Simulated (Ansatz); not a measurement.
**Si2H4S: taking an electron away**

The task here is to estimate one member of a computed series from the others.

The runs use Ansatz 0.2.0, Gaussian basis; unrestricted cation, the program's frozen cores in correlated methods.

Plan: UKS PBE-D4/def2-TZVPP; UKS r2SCAN-D4/def2-TZVPP; UKS PBE0-D4/def2-TZVPP; UKS B3LYP-D4/def2-TZVPP; UKS wB97X-V/def2-TZVPP; UKS wB97M-V/def2-TZVPP; UKS B2PLYP/def2-TZVPP; UHF-CCSD(T)/def2-TZVPP; UHF-MP2/def2-QZVPP; extrapolation to the limit; then −ε(HOMO) from the neutral's earlier runs with LDA (SPW92), PBE-D4, revPBE-D4, BLYP-D4, r2SCAN-D4, B97M-V, PBE0-D4, B3LYP-D4, r2SCANh-D4, r2SCAN0-D4, HSE06-D4, BHLYP-D4, CAM-B3LYP-D4, LC-ωPBE, ωB97X-V, ωB97M-V.

**The relaxed structure**

An earlier PBE0-D4 in a triple-zeta def2 set relaxation fixed the geometry.

SMILES `[SiH2]1[SiH2]S1`, 7 atoms, charge 0, spin multiplicity 1.

Atoms are counted from 1 here; the program's logs count them from 0.

Bond lengths: Si1–Si2 2.244 Å, Si1–S3 2.151 Å, Si1–H4 1.482 Å, Si1–H5 1.482 Å, Si2–S3 2.151 Å, Si2–H6 1.482 Å, Si2–H7 1.482 Å. Angles: Si2–Si1–S3 58.6°, Si2–Si1–H4 122.3°, Si2–Si1–H5 122.3°, S3–Si1–H4 115.1°, S3–Si1–H5 115.1°, H4–Si1–H5 111.8°, Si1–Si2–S3 58.6°, Si1–Si2–H6 122.3°, Si1–Si2–H7 122.3°, S3–Si2–H6 115.1°, S3–Si2–H7 115.1°, H6–Si2–H7 111.8°, Si1–S3–Si2 62.9°.

Coordinates:

```xyz
7

Si   -0.8813   -0.1997   -0.6729
Si    0.8312    0.4039    0.6452
S     0.5053   -1.6517    0.1003
H    -2.2676   -0.3198   -0.1638
H    -0.8497   -0.0199   -2.1433
H     0.6527    0.7096    2.0841
H     2.0707    1.0095    0.1046
```

The first run:

The input, in.yaml:

```yaml
crystal:
  periodic: [false, false, false]
  atoms:
    - {symbol: Si, position_ang: [-0.881303, -0.199717, -0.672903]}
    - {symbol: Si, position_ang: [0.831158, 0.403936, 0.645243]}
    - {symbol: S, position_ang: [0.505252, -1.651660, 0.100342]}
    - {symbol: H, position_ang: [-2.267638, -0.319827, -0.163836]}
    - {symbol: H, position_ang: [-0.849711, -0.019941, -2.143337]}
    - {symbol: H, position_ang: [0.652724, 0.709600, 2.084071]}
    - {symbol: H, position_ang: [2.070717, 1.009508, 0.104620]}
basis:
  gaussian: {orbitals: def2-TZVPP}
total_charge: 1
magnetization: {spin_polarized: true, initial_magnetization: 1}
hamiltonian: {xc: pbe, dispersion: d4}
```

Run with:

```console
$ ansatz run in.yaml --threads 2 --pin off --events-out ev --progress --plain --max-ram 4352MiB
```

Among the steps run: Cation, UKS PBE-D4/def2-TZVPP; Cation, UKS r2SCAN-D4/def2-TZVPP; Cation, UKS PBE0-D4/def2-TZVPP; Cation, UKS B3LYP-D4/def2-TZVPP; Cation, UKS wB97X-V/def2-TZVPP; Cation, UKS wB97M-V/def2-TZVPP; Cation, UKS B2PLYP (frozen core)/def2-TZVPP; Cation, UHF-CCSD(T)/def2-TZVPP; Cation, UHF-MP2/def2-QZVPP.

One of the session's tables, all rows but one given; the rest of the session is left out.

For comparison, −ε(HOMO) of the neutral from earlier runs:

| functional | −ε(HOMO) (eV) |
| --- | --- |
| LDA (SPW92) | 6.41 |
| PBE-D4 | 6.31 |
| revPBE-D4 | 6.27 |
| BLYP-D4 | 6.13 |
| r2SCAN-D4 | 6.53 |
| B97M-V | 6.58 |
| PBE0-D4 | 7.31 |
| B3LYP-D4 | 7.10 |
| r2SCANh-D4 | 6.90 |
| r2SCAN0-D4 | 7.45 |
| HSE06-D4 | 6.92 |
| BHLYP-D4 | 8.17 |
| CAM-B3LYP-D4 | 8.49 |
| LC-ωPBE | 9.78 |
| ωB97X-V | ? |
| ωB97M-V | 9.26 |

Q: Estimate the row for ωB97X-V from the others.

The run gave: −ε(HOMO) (eV): 9.46. In the column «−ε(HOMO) (eV)» it lies between ωB97M-V (9.26) and LC-ωPBE (9.78).

Caveats from the session: The cation may have settled in a state other than its lowest; no search over hole states beyond the program's own was made.
